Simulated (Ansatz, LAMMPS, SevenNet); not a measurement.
**fcc Cu: properties by level of theory**

Reference values: elastic constant C11 176 GPa (measured, 0 K, extrapolated to 0 K; zero-point effects included; as tabulated in Malica and Corso (2021), arXiv:2109.00459); elastic constant C44 81.8 GPa (measured, 0 K, extrapolated to 0 K; zero-point effects included; as tabulated in Malica and Corso (2021), arXiv:2109.00459).

```json
[
 {"level (code)": "EAM Cu_mishin1.eam.alloy (LAMMPS)", "elastic constant C11 (GPa)": "170", "elastic constant C44 (GPa)": "76.2"},
 {"level (code)": "EAM u3 (LAMMPS)", "elastic constant C11 (GPa)": "167", "elastic constant C44 (GPa)": "76.5"},
 {"level (code)": "Lennard-Jones jacobson2022 (LAMMPS)", "elastic constant C11 (GPa)": "541", "elastic constant C44 (GPa)": "309"},
 {"level (code)": "SevenNet-l3i5", "elastic constant C11 (GPa)": "182", "elastic constant C44 (GPa)": "63.0"},
 {"level (code)": "r²SCAN (Ansatz)", "elastic constant C11 (GPa)": "202", "elastic constant C44 (GPa)": "93.7"}
]
```

Differences from the reference values (errors of the level alone only where the reference is corrected to a static lattice):

```csv
level,elastic constant C11 (%),elastic constant C44 (%)
EAM Cu_mishin1.eam.alloy,-3.4,-6.8
EAM u3,-5.1,-6.5
Lennard-Jones jacobson2022,+207,+278
SevenNet-l3i5,+3.4,-23
r²SCAN,+14.8,+14.5
```

Nearest: elastic constant C11, EAM Cu_mishin1.eam.alloy or SevenNet-l3i5 or EAM u3; elastic constant C44, EAM u3 or EAM Cu_mishin1.eam.alloy.

Empirical potentials (EAM Cu_mishin1.eam.alloy, EAM u3, Lennard-Jones jacobson2022) are fitted to chosen data: where that held the value shown, agreement is built in, and what lay outside the fit can be far off. Machine-learned potentials (SevenNet-l3i5) are trained on DFT data: a solid inside that data is no test of them.

Ansatz's density-functional and Hartree–Fock values are scalar-relativistic unless marked +SOC, with PAW data made under PBE.

Unless a cell is named, each level is at its own relaxed cell (EAM Cu_mishin1.eam.alloy 11.81, EAM u3 11.81, Lennard-Jones jacobson2022 11.66, SevenNet-l3i5 11.79, r²SCAN 11.44 Å³/atom).

Differences are worked out from the printed values.

Ansatz is a first-principles code.
